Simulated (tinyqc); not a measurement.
Ways to converge the cycle: SCF convergence aids in the sto-3g basis, for BH3, spin multiplicity 1. Computed by the program tinyqc with PySCF. RHF with one setting changed at a time; a run stops when the energy changes by less than 1e-09 hartree and the error matrix is below 1e-5. The start is the core Hamiltonian. Damping d keeps d of the old density; a shift (hartree) raises the virtual levels; DIIS n extrapolates F over n matrices.

Geometry (angstrom):
```
atom,x,y,z
B,0.0000,0.0000,0.0070
H,1.4300,0.0000,0.0000
H,-0.7150,1.2390,0.0000
H,-0.7150,-1.2390,0.0000
```

lowest restricted solution found by these runs and by PySCF = -25.968548 hartree

Largest element of the error matrix X^T (FDS - SDF) X:
```
iteration,plain,damping 0.3,damping 0.6,shift 0.4,DIIS 3,DIIS 8
1,6.3e-01,6.3e-01,6.3e-01,6.3e-01,6.3e-01,6.3e-01
2,2.1e-01,1.1e-01,3.8e-01,2.2e-01,2.1e-01,2.1e-01
3,2.9e-02,3.3e-02,2.1e-01,4.5e-02,2.8e-02,2.8e-02
4,4.0e-03,1.4e-02,1.1e-01,1.0e-02,1.2e-03,1.2e-03
5,5.2e-04,5.4e-03,5.9e-02,2.7e-03,1.5e-04,2.6e-04
6,7.7e-05,2.0e-03,3.0e-02,9.2e-04,4.7e-06,1.4e-05
8,1.8e-06,2.4e-04,8.2e-03,2.2e-04,-,-
10,-,3.4e-05,3.9e-03,5.9e-05,-,-
14,-,2.5e-06,7.2e-04,-,-,-
20,-,4.8e-08,4.8e-05,-,-,-
30,-,-,1.3e-06,-,-,-
```

How each run ends:
```
run,iterations,E (hartree),state
plain,8,-25.968548,lowest found
damping 0.3,20,-25.968548,lowest found
damping 0.6,43,-25.968548,lowest found
shift 0.4,13,-25.968548,lowest found
DIIS 3,7,-25.968548,lowest found
DIIS 8,7,-25.968548,lowest found
```

What does the comparison show, and why?

6 of 6 runs reach the lowest restricted solution found, in 7 to 43 iterations (fastest: DIIS 3, DIIS 8). Plain steps already contract here, so damping only slows them. DIIS 3 and DIIS 8 gain by cancelling the error over several earlier matrices, much as a quasi-Newton step does.
